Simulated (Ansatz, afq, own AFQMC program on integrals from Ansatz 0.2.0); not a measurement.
**BH4, doublet: AFQMC among the cluster methods**

```xyz
5

B     0.0000    0.0000    0.0000
H     0.3666    0.7182    0.7166
H    -0.3751   -0.7140    0.7164
H    -0.3649    0.7148   -0.7209
H     0.3734   -0.7191   -0.7122
```

Basis 6-31G. Noble-gas cores (and the filled d shells of Ga–Kr and In–Xe) are frozen. Ansatz 0.2.0 and our own AFQMC program on the same integrals; the CISD trial comes from CCSD amplitudes, and released means the phaseless constraint is let go. Uncertainties: one standard error, sampling alone.

Determinant: UHF, the one that the program's search chose, which needn't be the lowest solution. The geometry is a point of a scan.

Full CI on the same integrals is exact in this basis and with this determinant's frozen core.

- T1 diagnostic: 0.0093
- weight of the determinant in the CISD state: 0.951
- ⟨S²⟩ of the determinant: 0.757
- size of the correlated space: 7 electrons in 16 orbitals

Reference: full CI, correlation energy -2.410 eV. The released energy is read at 2.40 1/Eh (meV from the phaseless value at times in 1/Eh: -2.4 ± 0.9 at 0.24, -2.9 ± 0.6 at 0.51, -3.9 ± 0.4 at 0.99, -4.4 ± 0.4 at 1.62, -5.0 ± 0.4 at 2.40).

```
         level  E − E(reference) (meV)  share of correlation (%)
            HF                  2409.9                      0.00
           MP2                   601.5                     75.04
          CCSD                    46.8                     98.06
       CCSD(T)                    12.0                     99.50
         CCSDT                     1.3                     99.95
      CCSDT(Q)                     0.2                     99.99
        CCSDTQ                     0.0                    100.00
 ph-AFQMC/CISD               5.1 ± 1.1                     99.79
released AFQMC               0.1 ± 0.4                    100.00
```

CCSDT and higher add their correlation energy to the determinant of the CCSD(T) run, since their own runs factorise the integrals more tightly (a shift of under 2 meV). A walk keeps the symmetry of its determinant, which the program's search chose and which needn't be the lowest solution, so a lower state of the same spin and another symmetry isn't excluded. Released energies are given only where the last usable release times agree within the noise; a slower fall can still hide under it.
